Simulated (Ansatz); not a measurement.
## Worked example: correlation energy of AlB, triplet

Geometry: a PBE0/def2-TZVP stationary point for this spin.

```xyz
2

B     0.0000    0.0000    0.0000
Al    0.0000    0.0000    2.0234
```

Basis cc-pVDZ; Ansatz 0.2.0. Correlated methods freeze the noble-gas cores, which leaves 6 electrons in 26 orbitals. Prefix R: restricted or restricted open-shell reference.

Full CI is exact within this basis and frozen core; it isn't the basis-set limit.

The cluster runs stand on a determinant 0.39 eV above the lowest RHF solution, chosen by trial CCSD; the correlation energy below is counted from it.

Runs differ by some tens of microhartree through their thresholds and, for an open shell, their frozen cores, so steps under 0.03 kcal/mol mean nothing.

| level | total energy (hartree) |
| --- | --- |
| RHF determinant under the cluster runs | -266.424490 |
| RMP2 | -266.526726 |
| RCCSD | -266.561413 |
| RCCSD(T) | -266.570033 |
| RCCSDT | -266.572473 |
| RCCSDT(Q) | -266.573190 |
| full CI | -266.573320 |

Question: What is the correlation energy at full CI, and what share of it do RMP2 and RCCSD recover?

Answer: E(corr) = -266.573320 − (-266.424490) = -0.148830 hartree = -4.050 eV. RMP2: -0.102236 / -0.148830 = 68.69 %. RCCSD: -0.136923 / -0.148830 = 92.00 %.

Question: By how many kcal/mol does RCCSD(T) miss full CI (1 hartree = 627.509 kcal/mol), and which steps make up the rest?

Answer: -266.570033 − (-266.573320) = 0.003287 hartree = 2.06 kcal/mol. Steps: RCCSDT − RCCSD(T) = -1.53, RCCSDT(Q) − RCCSDT = -0.45, full CI − RCCSDT(Q) = -0.08 kcal/mol. With more than one leading determinant such errors change with state and geometry, and needn't cancel in differences.
